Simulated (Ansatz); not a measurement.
**PtS₂ (P-3m1)**

All numbers below come from DFT PBEsol, scalar-relativistic, plane waves, PAW in Ansatz.

Cutoff 420 eV; k points 12×12×8 on the computed 3-atom cell (Γ-centred); Gaussian smearing, width 0.02 eV; no spin polarisation.

The structure is relaxed at this level of theory with its symmetry kept.

```
CELL_PARAMETERS angstrom
3.57156 0.00000 0.00000
-1.78578 3.09306 0.00000
0.00000 0.00000 4.76723
ATOMIC_POSITIONS crystal
Pt 0.00000 0.00000 0.00000
S 0.33333 0.66667 0.25102
S 0.66667 0.33333 0.74898
```

- Space group: P-3m1 (No. 164)
- Volume per atom: 17.55 Å³
- Formation energy from the elements' standard states (uncorrected): -0.426 eV/atom
- Kohn–Sham band gap: 0.13 eV, indirect from Γ to (0.000, 0.298, 0.277)
- Löwdin character of the top 1 eV of the valence band: S 3p 77 %, Pt 5d 16 %
- Löwdin character of the lowest 1 eV of the conduction band: S 3p 56 %, Pt 5d 34 %, unprojected 4 %
- Electron masses at the edge by Cartesian direction of the standard setting (m_e; degenerate bands sorted by energy; no spin-orbit coupling): x: 0.51; y: 0.18; z: 0.22
- Hole masses at the edge by Cartesian direction of the standard setting (m_e; degenerate bands sorted by energy; no spin-orbit coupling): x: 0.92; y: 0.92; z: 0.36
- Bader charges (e): Pt (1 in the cell) 0.40, S (2 in the cell) -0.20

Spin-orbit coupling is left out, which matters for the bands of heavy elements. Each cell of PtS2 holds layers, and where no dispersion correction was added their binding is poorly described.